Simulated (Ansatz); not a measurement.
Input file:

```yaml
crystal:
  periodic: [false, false, false]
  atoms:
    - {symbol: Pd, position_ang: [-0.008355, 0.000717, 0.496238]}
    - {symbol: Si, position_ang: [-0.002798, 0.000717, -1.681384]}
    - {symbol: H, position_ang: [-0.162656, -1.334323, -2.537509]}
    - {symbol: H, position_ang: [-0.150941, 1.237926, -2.474772]}
    - {symbol: H, position_ang: [1.273749, 0.000717, -0.530805]}
basis:
  gaussian: {orbitals: def2-SVP}
total_charge: 1
magnetization: {spin_polarized: false}
correlation: {method: bccd_t, electrons: valence}
output: {forces: true}
```

```sh
$ ansatz run in.yaml --threads 1 --pin off --events-out ev --progress --plain --max-ram 2393MiB
```

Task: Roughly how long does this take on 1 thread of Intel Xeon Platinum 8488C, shared host, and how much host memory?

Result: 13 s wall and 0.31 GiB.

```
654 factors; integrals over basis functions are off by at most 1.3e-3 eV
mean field evaluation 1: about -11342.9741 eV, gradient 6.6e1 eV
mean field evaluation 2: about -11343.0369 eV, gradient 6.6e1 eV
mean field evaluation 4: about -11355.0029 eV, gradient 5.7e0 eV
mean field evaluation 8: about -11355.2575 eV, gradient 1.0e0 eV
mean field evaluation 16: about -11355.2762 eV, gradient 9.9e-7 eV
mean field evaluation 32: about -11355.2533 eV, gradient 1.7e0 eV
mean field evaluation 64: about -11349.3486 eV, gradient 1.7e0 eV
mean field evaluation 96: about -11347.4120 eV, gradient 1.8e-1 eV
mean field evaluation 128: about -11346.6742 eV, gradient 9.2e-2 eV
mean field -11355.27615376 eV, -417.2987017679 hartree, gradient 1.5e-6 eV, S^2 0.000000; 1 other end points of the search recorded, 0 dependent functions left out; unrestricted orbitals would lower it
5 core orbitals not correlated: weight in the atoms' cores, before any rotation towards them, 1.000 or more for the frozen orbitals, at most 0.000 for the correlated occupied ones
reference -11355.27615376 eV, -417.2987017679 hartree; 12, 12 occupied and 47, 47 virtual orbitals, 654 factors
second order -12.97172968 eV of doubles, -0.00000000 eV of singles
cycle   1  -12.03647432 eV  change    9.4e-1 eV  update   1.5e-1
cycle   2  -12.62591663 eV  change   -5.9e-1 eV  update   9.7e-2
cycle   3  -12.81702537 eV  change   -1.9e-1 eV  update   3.0e-2
cycle   4  -12.79849104 eV  change    1.9e-2 eV  update   1.5e-2
cycle   5  -12.77959870 eV  change    1.9e-2 eV  update   7.3e-3
cycle   6  -12.78203972 eV  change   -2.4e-3 eV  update   4.2e-3
cycle   7  -12.78050971 eV  change    1.5e-3 eV  update   2.6e-3
cycle   8  -12.77893489 eV  change    1.6e-3 eV  update   1.4e-3
cycle   9  -12.78007517 eV  change   -1.1e-3 eV  update   6.9e-4
cycle  10  -12.78027712 eV  change   -2.0e-4 eV  update   3.4e-4
cycle  11  -12.77994588 eV  change    3.3e-4 eV  update   1.6e-4
cycle  12  -12.78002255 eV  change   -7.7e-5 eV  update   1.1e-4
cycle  13  -12.78008931 eV  change   -6.7e-5 eV  update   7.1e-5
cycle  14  -12.78001594 eV  change    7.3e-5 eV  update   4.5e-5
cycle  15  -12.78010350 eV  change   -8.8e-5 eV  update   2.8e-5
cycle  16  -12.78012632 eV  change   -2.3e-5 eV  update   1.4e-5
cycle  17  -12.78009682 eV  change    3.0e-5 eV  update   7.3e-6
cycle  18  -12.78010223 eV  change   -5.4e-6 eV  update   3.6e-6
cycle  19  -12.78010342 eV  change   -1.2e-6 eV  update   1.5e-6
perturbative correction -0.63026424 eV, -0.0231617835 hartree
the calculation of the forces begins
Total energy: -11368.68652141 eV, -417.7915236893 hartree
Atom 0 at    -0.008355     0.000717     0.496238 Å, force     0.183108    -0.015317     0.265581 eV/Å
Atom 1 at    -0.002798     0.000717    -1.681384 Å, force    -0.254050    -1.436340    -1.302224 eV/Å
Atom 2 at    -0.162656    -1.334323    -2.537509 Å, force     0.219529     1.524191     0.958879 eV/Å
Atom 3 at    -0.150941     1.237926    -2.474772 Å, force     0.051463    -0.074930     0.003310 eV/Å
Atom 4 at     1.273749     0.000717    -0.530805 Å, force    -0.200051     0.002396     0.074454 eV/Å
Dipole moment:    -0.112086     0.006713    -0.405053 e Å
```

Forces (eV/Å):
```
Pd   0.183 -0.015  0.266
Si  -0.254 -1.436 -1.302
H    0.220  1.524  0.959
H    0.051 -0.075  0.003
H   -0.200  0.002  0.074
```
